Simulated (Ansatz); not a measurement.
The input, for Ansatz 0.2.0:

```yaml
crystal:
  periodic: [false, false, false]
  atoms:
    - {symbol: Al, position_ang: [0.000000, 0.000000, 0.000000]}
    - {symbol: As, position_ang: [0.000000, 0.000000, 2.491200]}
basis:
  gaussian: {orbitals: cc-pVDZ, fitting: {mean_field: def2-universal-jkfit}}
total_charge: 1
magnetization: {spin_polarized: false, initial_magnetization: 1}
hamiltonian: {xc: {name: PBE0}}
correlation: {method: bccd_t, electrons: outside_noble_gas}
scf: {lower_state_search: full}
```

```sh
$ ansatz run in.yaml --threads 1 --pin off --events-out ev --progress --plain --max-ram 2393MiB
```

Output:

```
394 factors; integrals over basis functions are off by at most 5.1e-2 eV
mean field evaluation 1: about -67410.7657 eV, gradient 3.0e1 eV
mean field evaluation 2: about -67410.7659 eV, gradient 3.0e1 eV
mean field evaluation 4: about -67415.7913 eV, gradient 9.9e0 eV
mean field evaluation 8: about -67416.4097 eV, gradient 3.5e-2 eV
mean field evaluation 16: about -67416.4097 eV, gradient 5.5e-6 eV
mean field evaluation 32: about -67416.4431 eV, gradient 1.7e-3 eV
mean field evaluation 64: about -67415.9844 eV, gradient 1.2e-4 eV
mean field evaluation 96: about -67416.4416 eV, gradient 4.7e-1 eV
mean field evaluation 128: about -67414.5537 eV, gradient 1.6e1 eV
mean field evaluation 160: about -67416.4097 eV, gradient 1.3e-2 eV
...
cycle  18  -4.20733441 eV  change    5.1e-4 eV  update   5.5e-4
cycle  19  -4.20772783 eV  change   -3.9e-4 eV  update   4.3e-4
cycle  20  -4.20751097 eV  change    2.2e-4 eV  update   2.8e-4
cycle  21  -4.20768440 eV  change   -1.7e-4 eV  update   2.0e-4
cycle  22  -4.20759428 eV  change    9.0e-5 eV  update   1.2e-4
cycle  23  -4.20755344 eV  change    4.1e-5 eV  update   6.1e-5
cycle  24  -4.20751030 eV  change    4.3e-5 eV  update   3.3e-5
cycle  25  -4.20752264 eV  change   -1.2e-5 eV  update   2.2e-5
cycle  26  -4.20753484 eV  change   -1.2e-5 eV  update   1.2e-5
cycle  27  -4.20753716 eV  change   -2.3e-6 eV  update   5.2e-6
perturbative correction -0.34125900 eV, -0.0125410370 hartree
Total energy: -67372.93399645 eV, -2475.9096573547 hartree
```

Ran on 1 thread of Intel Xeon 6975P-C, shared host: 11 s wall, 0.13 GiB peak host memory.
